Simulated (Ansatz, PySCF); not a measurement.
This PySCF input computes a r2SCAN/def2-TZVPD energy:

```python
from pyscf import gto, scf, dft

mol = gto.M(
    atom='''
    C     1.28821393    0.13704514    0.01192045
    C     0.00466619    0.47258385    0.00111358
    H     1.60232982   -0.90099925    0.01239769
    H     2.07098219    0.88456380    0.02066987
    H    -0.26121508    1.52666987    0.00110742
    C    -1.13838143   -0.49205935   -0.01137507
    H    -0.78875001   -1.52536103   -0.01056700
    H    -1.78307485   -0.34713453    0.86039285
    H    -1.76726422   -0.34315674   -0.89395457
    ''',
    basis='def2-tzvpd',
    charge=0,
    spin=0,
    verbose=4,
)

mf = dft.RKS(mol, xc='r2scan').density_fit(auxbasis='def2-universal-jkfit')
mf.grids.level = 4
mf.conv_tol = 1e-9
mf.max_cycle = 100
mf.max_memory = 1500
mf.kernel()
if not mf.converged:
    mf = mf.newton()
    mf.kernel(mf.make_rdm1())
mf.analyze()
```

Problem. Write an input for the same energy in Ansatz (a program for electronic structure) and say what it gives.

Solution. 
Ansatz 0.2 input:
```yaml
crystal:
  periodic: [false, false, false]
  atoms:
    - {symbol: C, position_ang: [1.28821393, 0.13704514, 0.01192045]}
    - {symbol: C, position_ang: [0.00466619, 0.47258385, 0.00111358]}
    - {symbol: H, position_ang: [1.60232982, -0.90099925, 0.01239769]}
    - {symbol: H, position_ang: [2.07098219, 0.88456380, 0.02066987]}
    - {symbol: H, position_ang: [-0.26121508, 1.52666987, 0.00110742]}
    - {symbol: C, position_ang: [-1.13838143, -0.49205935, -0.01137507]}
    - {symbol: H, position_ang: [-0.78875001, -1.52536103, -0.01056700]}
    - {symbol: H, position_ang: [-1.78307485, -0.34713453, 0.86039285]}
    - {symbol: H, position_ang: [-1.76726422, -0.34315674, -0.89395457]}
basis:
  gaussian:
    orbitals: def2-TZVPD
hamiltonian:
  xc: {name: r2SCAN}
output: {forces: true}
```
It gives -117.86875 Eh, and PySCF -117.86882 Eh, a difference of 0.07 mEh, from the treatment of integrals and grids.
